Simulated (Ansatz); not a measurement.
Ansatz (a program for electronic structure) input (CCSD(T)/cc-pV(T+d)Z): A basis named .json is the Basis Set Exchange file of that set (core-valence sets with the plain set on hydrogen).

Ansatz 0.2 input:
```yaml
crystal:
  periodic: [false, false, false]
  atoms:
    - {symbol: C, position_ang: [0.00819413, 0.01326082, -1.13371283]}
    - {symbol: Cl, position_ang: [-0.00477402, -0.00772595, 0.66051769]}
    - {symbol: H, position_ang: [0.01747178, 1.04777215, -1.46340501]}
    - {symbol: H, position_ang: [0.89974992, -0.50396843, -1.47517859]}
    - {symbol: H, position_ang: [-0.88522815, -0.49202752, -1.48794019]}
basis:
  gaussian:
    orbitals: cc-pV_T+d_Z.json
magnetization: {spin_polarized: false}
correlation: {method: ccsd_t, electrons: outside_noble_gas}
```

Output:

```
Functional definition: HF
integrals: 0.15 GiB planned
632 factors; integrals over basis functions are off by at most 1.2e-3 eV
mean field: 0.22 GiB planned
mean field evaluation 1: about -13581.9122 eV, gradient 1.4e1 eV
mean field evaluation 2: about -13581.9116 eV, gradient 1.4e1 eV
mean field evaluation 4: about -13582.5222 eV, gradient 1.1e0 eV
mean field evaluation 8: about -13582.5270 eV, gradient 4.1e-5 eV
mean field evaluation 16: about -13582.5266 eV, gradient 3.4e-1 eV
mean field -13582.52695822 eV, -499.1486591473 hartree, gradient 1.8e-6 eV, S^2 0.000000; 0 other end points of the search recorded, 0 dependent functions left out
6 core orbitals not correlated
reference -13582.52695822 eV, -499.1486591473 hartree; 7, 7 occupied and 98, 98 virtual orbitals, 632 factors
second order -10.15202796 eV of doubles, -0.00000000 eV of singles
coupled cluster: 0.32 GiB planned
cycle   1  -10.71820952 eV  change   -5.7e-1 eV  update   5.8e-2
cycle   2  -10.96909695 eV  change   -2.5e-1 eV  update   1.7e-2
cycle   3  -11.00289723 eV  change   -3.4e-2 eV  update   6.2e-3
cycle   4  -11.00139234 eV  change    1.5e-3 eV  update   1.5e-3
cycle   5  -11.00158835 eV  change   -2.0e-4 eV  update   4.4e-4
cycle   6  -11.00162278 eV  change   -3.4e-5 eV  update   1.2e-4
cycle   7  -11.00162878 eV  change   -6.0e-6 eV  update   3.2e-5
cycle   8  -11.00163799 eV  change   -9.2e-6 eV  update   1.0e-5
perturbative correction -0.42176290 eV, -0.0154995008 hartree
Total energy: -13593.95035912 eV, -499.5684613873 hartree
```
